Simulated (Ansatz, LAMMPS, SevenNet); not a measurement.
**Longitudinal phonon frequency at L of fcc Au: levels of theory against measurement**

Reference value: 157 cm⁻¹ (measured, 298 K, not corrected to a static lattice; as tabulated in Greeff and Graf (2004), arXiv:cond-mat/0311614).

Q: Which of these levels comes closest to the reference?
(A) r²SCAN (Ansatz, a quantum-chemistry and plane-wave program)
(B) LDA (Ansatz)
(C) SevenNet-0 (SevenNet)
(D) Lennard-Jones jacobson2022 (LAMMPS)

A: B, LDA (Ansatz)

```tsv
level (code)	value (cm⁻¹)	cell (Å³/atom)	difference (%)
Lennard-Jones jacobson2022 (LAMMPS)	264	16.84	+68
SevenNet-0 (SevenNet)	115	18.14	-27
LDA (Ansatz)	159	16.58	+1.3
r²SCAN (Ansatz)	142	17.55	-9.6
```

Closest of these to the reference: LDA (+1.3 %). Farthest off: Lennard-Jones jacobson2022 (+68 %). Within 10 %: LDA, r²SCAN.

The measured value isn't corrected to a static lattice, so vibrations enter the comparison.  Density-functional levels without +SOC have no spin–orbit coupling. Each level is taken at its own relaxed cell. Cutoffs differ between the levels. Ansatz's density-functional and Hartree–Fock values are scalar-relativistic unless marked +SOC, with PAW data made under PBE.

Empirical potentials (Lennard-Jones jacobson2022) are fitted to chosen data, which need not cover the solid at hand: agreement can be built in, and what lay outside the fit can be far off. Machine-learned potentials (SevenNet-0) are trained on DFT data, which may include these solids.

Differences are worked out from the printed values.
